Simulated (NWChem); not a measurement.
# NO cation

```xyz
2

N      0.0000     0.0000    -0.5714
O      0.0000     0.0000     0.5013
```
Atoms are numbered in this order, from 1.

Program: NWChem. All runs use the structure optimised with B3LYP/6-31G* (spherical d). GIAO values for the isolated, static molecule; σ is the absolute isotropic shielding.

Problem. What does the run give for PBE0/cc-pVTZ? Quantities: σ N1 (ppm); σ O2 (ppm).

Solution. 
```yaml
"σ N1 (ppm)": -162.2
"σ O2 (ppm)": -200.6
```
